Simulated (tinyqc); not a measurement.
CCSD on RHF in the sto-3g basis, frozen core, for BH2+, spin multiplicity 1, step by step. One step of it, computed by the program tinyqc.

Question. CCSD: starting amplitudes. t_ij^ab = <ij||ab> / (e_i + e_j - e_a - e_b), whose energy is MP2.

orbital energies (hartree): MO1 -7.931128, MO2 -0.958068, MO3 -0.816974, MO4 -0.224941, MO5 -0.161463, MO6 0.181808, MO7 0.295444

Two-electron integrals over orbitals (pq|rs), unique and non-zero (hartree); the lowest 1 orbital is frozen and left out:
```
(22|22) 0.467146    (32|32) 0.140925    (33|22) 0.458726    (33|33) 0.476816
(42|22) 0.017009    (42|33) 0.016150    (42|42) 0.071588    (43|32) 0.025082
(43|43) 0.031409    (44|22) 0.442158    (44|33) 0.424168    (44|42) -0.073720
(44|44) 0.573274    (52|52) 0.075387    (53|53) 0.018722    (54|52) -0.031280
(54|54) 0.041592    (55|22) 0.470385    (55|33) 0.434524    (55|42) -0.039331
(55|44) 0.505762    (55|55) 0.586773    (62|22) 0.049791    (62|33) 0.011137
(62|42) -0.003499   (62|44) 0.057775    (62|55) 0.099593    (62|62) 0.087366
(63|32) -0.067370   (63|43) -0.027203   (63|63) 0.076821    (64|22) 0.024760
(64|33) 0.002472    (64|42) -0.001802   (64|44) 0.042063    (64|55) 0.042298
(64|62) 0.049220    (64|64) 0.034815    (65|52) 0.050450    (65|54) -0.010848
(65|65) 0.041656    (66|22) 0.470392    (66|33) 0.464129    (66|42) 0.054602
(66|44) 0.407774    (66|55) 0.443390    (66|62) 0.033462    (66|64) 0.017704
(66|66) 0.520163    (72|32) -0.013875   (72|43) -0.031280   (72|63) 0.050460
(72|72) 0.053915    (73|22) 0.042437    (73|33) 0.024721    (73|42) -0.052303
(73|44) 0.101183    (73|55) 0.108505    (73|62) 0.071006    (73|64) 0.039592
(73|66) -0.005168   (73|73) 0.108911    (74|32) -0.068855   (74|43) 0.002848
(74|63) 0.040638    (74|72) 0.004186    (74|74) 0.054229    (75|53) 0.016571
(75|75) 0.018379    (76|32) 0.116782    (76|43) 0.038169    (76|63) -0.080930
(76|72) -0.041203   (76|74) -0.056873   (76|76) 0.125394    (77|22) 0.460715
(77|33) 0.477830    (77|42) -0.001398   (77|44) 0.456881    (77|55) 0.455953
(77|62) 0.011895    (77|64) 0.001220    (77|66) 0.473982    (77|73) 0.035313
(77|77) 0.506621
```

Give: Starting amplitudes; correlation energy.

Answer.

Starting amplitudes (spin orbitals 1a, 1b, ...; amplitudes related by a flip of all spins are not repeated):

| from | to | t |
|---|---|---|
| 3a 3b | 7a 7b | -0.0490 |
| 2a 2b | 4a 4b | -0.0488 |
| 2a 2b | 5a 5b | -0.0473 |
| 3a 3b | 6a 6b | -0.0385 |
| 2a 2b | 6a 6b | -0.0383 |
| 2a 3b | 6a 7b | -0.0315 |
| 2a 3b | 4a 7b | 0.0283 |
| 3a 3b | 4a 4b | -0.0265 |
| 2a 3b | 6b 7a | 0.0224 |
| 2a 2b | 7a 7b | -0.0215 |
| 3a 3b | 4a 6b | 0.0171 |
| 2a 3b | 4b 7a | -0.0169 |
| 3a 3b | 5a 5b | -0.0143 |
| 2a 3a | 4a 7a | 0.0114 |
| 2a 3a | 6a 7a | -0.0091 |
| 2a 2b | 4a 6b | 0.0019 |

correlation energy = -0.033516 hartree
